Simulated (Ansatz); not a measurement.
System: fcc Au. Method: HSE06 in Ansatz (PAW).

Numerical settings: plane-wave cutoff 460 eV, 14×14×14 k mesh, Fermi–Dirac smearing 0.05 eV, scalar-relativistic PAW data made under PBE.

Pressure at four volumes; x = ln(V/17.588 Å³). One pressure is withheld.

```csv
V (Å³/atom),x,P (GPa)
16.685,-0.0527,?
17.124,-0.0267,4.02
17.588,0.0000,-0.21
18.441,0.0474,-6.10
```

Task: Pass a parabola P(x) through the three rows shown, estimate the bulk modulus and its pressure derivative near zero pressure, and predict the withheld pressure.

Result: Slopes between the rows: (-0.21 − (4.02))/(0.0000 − (-0.0267)) = -158.43 and (-6.10 − (-0.21))/(0.0474 − (0.0000)) = -124.26 GPa. Their difference over the span 0.0741 is c = 34.17/0.0741 = 461.1 GPa, so P(x) = 4.02 + (-158.43)(x − (-0.0267)) + 461.1 (x − (-0.0267))(x − (0.0000)). At the middle row B = −dP/dx = −[-158.43 + 461.1 × 0.0267] = 146.1 GPa, and B′ = dB/dP = 2c/B = 6.3. At x = -0.0527 the parabola gives 8.77 GPa; the run gives 8.84 GPa. The Birch–Murnaghan fit to the energies at all volumes has B0 = 146 GPa and B′ = 6.4.

Measured, for comparison: bulk modulus 182 GPa (0 K value with the zero-point phonon effect removed, sources range from 175 to 182; as tabulated in Mejia-Rodriguez and Trickey (2018), arXiv:1807.09216). Computed less measured: bulk modulus -20 % (-17 % to -20 % over the range).

Spin–orbit coupling is not included; it can shift volumes and moduli of such heavy elements.

Ansatz is a quantum-chemistry and plane-wave program.
